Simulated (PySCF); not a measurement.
4-methyl-1,3-dioxolane, C4H8O2.
Atom-mapped SMILES: `[CH3:1][C@H:2]1[CH2:3][O:4][CH2:5][O:6]1` (hydrogens: H7, H8, H9 on C1; H10 on C2; H11, H12 on C3; H13, H14 on C5)

Geometry (PBE0-D3(BJ)/def2-SVP, Å), atoms numbered from 1 in this order:
```xyz
14
C4H8O2 angstrom
C     -1.7281    0.3102    0.5116
C     -0.4215   -0.1034   -0.1244
C      0.7335    0.9181    0.0380
O      1.6573    0.2687    0.8745
C      1.4491   -1.0889    0.6530
O      0.0738   -1.2596    0.5264
H     -2.1545    1.1858   -0.0011
H     -2.4582   -0.5103    0.4574
H     -1.5675    0.5611    1.5711
H     -0.5790   -0.3228   -1.1984
H      0.4137    1.8527    0.5227
H      1.1852    1.1672   -0.9412
H      1.9752   -1.4227   -0.2723
H      1.8166   -1.6638    1.5160
```

Linear response at wB97X-D/def2-SVPD (PySCF, frozen core in the response, non-relativistic).

Static isotropic polarisability: 55.10 au (8.17 Å³), principal values 50.0, 53.6, 61.7 au.

(1) What is the polarisability at 1064 nm and at the sodium D line?

(2) What is the isotropic C6 coefficient between two such molecules, C6 = (3/π)∫α(iω)² dω?

(3) Which effective excitation energy ω̄ makes London's formula C6 = (3/4)α²ω̄ exact here?

(4) What three-body coefficient follows from the one-pole estimate C9 = (3/4)·α·C6?

(5) How many electrons N does the Slater–Kirkwood formula C6 = (3/4)·√N·α^(3/2) need to give this C6?

(6) What n − 1 at the D line would an ideal gas of it have at 273.15 K and 1 atm (2.6868 × 10¹⁹ cm⁻³), by n − 1 = 2π·N·α′?

(7) The lowest 6 singlets have (eV, f): 7.68, 0.040; 7.89, 0.003; 8.51, 0.034; 8.58, 0.037; 8.66, 0.074; 8.77, 0.007. What share of the static polarisability do they carry in the sum over states α = Σ f/ω²?

(8) What molar refraction at the D line follows from R = (4π/3)·N_A·α′, with α′ the polarisability volume?

## Answers

(1) 55.43 au at 1064 nm (+0.6 %), 56.21 au at 589.3 nm (+2.0 %). The rise at 589.3 nm is 3.33 times that at 1064 nm; a pure ω² law gives 3.26. The lowest singlet lies at 162 nm, shorter than both wavelengths.

(2) 1446 au (Eh·bohr⁶) by a ten-point quadrature over imaginary frequencies, which is 864 eV·Å⁶ or 83.3 J·nm⁶/mol.

(3) ω̄ = 4·C6/(3α²) = 0.635 Eh = 17.3 eV. A one-pole form α(ω) = α/(1 − ω²/ω̄²) fitted to the 1064 nm value gives 15.0 eV.

(4) 59700 au. This is an estimate from the two numbers above, not a computed integral.

(5) N = (4·C6/3)²/α³ = 22.2; the species has 48 electrons in all.

(6) 14.06 × 10⁻⁴, a formal value whether or not that pressure can be reached.

(7) 2.05 au, 3.7 % of α; the largest term, 0.73 au, is that of the state at 8.66 eV. Their oscillator strengths add up to 0.19. Higher states carry the rest.

(8) α′ = 8.33 Å³ gives R = 21.01 cm³/mol, for isolated, non-vibrating species.

One conformer stands for the species.

The pairwise dispersion term of wB97X-D wasn't added to the energies; at a given geometry it leaves orbitals and properties as they are.
